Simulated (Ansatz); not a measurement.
Process, species as SMILES: CC#C + 4 [H][H] (H2) → 3 C (CH4)
B3LYP-D3(BJ)/def2-TZVP geometries, fixed; electronic energies without zero-point terms.

How fast the energy of full hydrogenation converges with the basis for several methods (Ansatz, an electronic-structure program): deviation from each method's own reference, in kcal/mol. References: CCSD(T) -118.50 kcal/mol, Hartree-Fock in cc-pVQZ plus the correlation part extrapolated as X^-3 from cc-pVTZ and cc-pVQZ; HF -124.63 kcal/mol, the value in def2-QZVPPD; MP2 -116.14 kcal/mol, Hartree-Fock in cc-pVQZ plus the correlation part extrapolated as X^-3 from cc-pVTZ and cc-pVQZ; PBE -120.58 kcal/mol, the value in def2-QZVPPD; PBE0 -127.60 kcal/mol, the value in def2-QZVPPD; wB97M-V -120.65 kcal/mol, the value in def2-QZVPPD. All functions are spherical. In correlated methods cores are frozen. No added dispersion term, no relativity. Functionals ending in -V hold VV10 correlation. 

```
basis            functions  CCSD(T)     HF    MP2    PBE   PBE0  wB97M-V
---------------  ---------  -------  -----  -----  -----  -----  -------
pcseg-0                 35    12.85  -8.57   8.09  -4.94  -6.75      ___
3-21G                   35    13.44  -9.61   9.04  -8.27  -9.44      ___
def2-SVP                62    -4.43  -7.45  -5.36  -4.90  -5.59      ___
6-311+G**               90     2.99  -1.12   2.13  -0.80  -0.99      ___
pcseg-2                146    -1.00  -0.71  -1.61  -0.53  -0.47      ___
def2-TZVPP             149    -0.22  -0.35  -0.58  -0.46  -0.40      ___
jun-cc-pV(T+d)Z        173    -0.48  -0.52  -0.64  -0.29  -0.32      ___
pcseg-3                312    -0.56  -0.16  -0.81  -0.01  -0.04      ___
```

Problem. Some entries are withheld; supply them.

Solution. 
- pcseg-0, wB97M-V: -5.79
- 3-21G, wB97M-V: -9.15
- def2-SVP, wB97M-V: -7.85
- 6-311+G**, wB97M-V: -0.66
- pcseg-2, wB97M-V: -1.32
- def2-TZVPP, wB97M-V: -0.54
- jun-cc-pV(T+d)Z, wB97M-V: -0.56
- pcseg-3, wB97M-V: -0.04

Mean absolute deviation over 6-311+G**, pcseg-2, def2-TZVPP, jun-cc-pV(T+d)Z: PBE 0.52, PBE0 0.55, HF 0.68, wB97M-V 0.77, CCSD(T) 1.17, MP2 1.24 kcal/mol.
